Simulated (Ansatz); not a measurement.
# H2S2Si: the cost of one run

All numbers below are computed with Ansatz 0.2.0 (RKS r2SCAN/def2-SVP).

### Step 1. The system as given

Bond lengths: Si1–S2 2.069 Å, Si1–S3 2.066 Å, S2–S3 2.066 Å, Si1–H4 1.475 Å, Si1–H5 1.519 Å. Angles: Si1–S2–S3 60.0°, S2–Si1–S3 60.0°, S2–Si1–H4 114.2°, S2–Si1–H5 115.2°, S3–Si1–H4 115.9°, S3–Si1–H5 114.9°, H4–Si1–H5 121.5°, Si1–S3–S2 60.1°.

As a file:

```xyz
5

Si   -0.2649    0.2214   -0.2282
S     1.6738   -0.3188    0.2525
S     0.0793   -1.3041    1.1224
H    -0.6920   -0.1958   -1.5765
H    -0.7463    1.5236    0.3883
```

### Step 2. End point A

input.yaml

```yaml
crystal:
  periodic: [false, false, false]
  atoms:
    - { symbol: Si, position_ang: [-0.2649, 0.2214, -0.2282] }
    - { symbol: S, position_ang: [1.6738, -0.3188, 0.2525] }
    - { symbol: S, position_ang: [0.0793, -1.3041, 1.1224] }
    - { symbol: H, position_ang: [-0.692, -0.1958, -1.5765] }
    - { symbol: H, position_ang: [-0.7463, 1.5236, 0.3883] }
basis:
  gaussian: { orbitals: def2-SVP }
hamiltonian:
  xc: r2scan
relax:
  f_tol: 0.02
  max_steps: 50
output:
  orbitals: {}
```

The run is started by

```
ansatz run input.yaml --threads 1 --pin off --max-ram 2048MiB --backend cpu --events-out ev --progress --plain --runs-dir out
```

**Question.** How long does this run take on 1 thread of an Arm CPU, shared host, and how much memory does it need?

About 18 s, with a peak of 0.12 GiB.
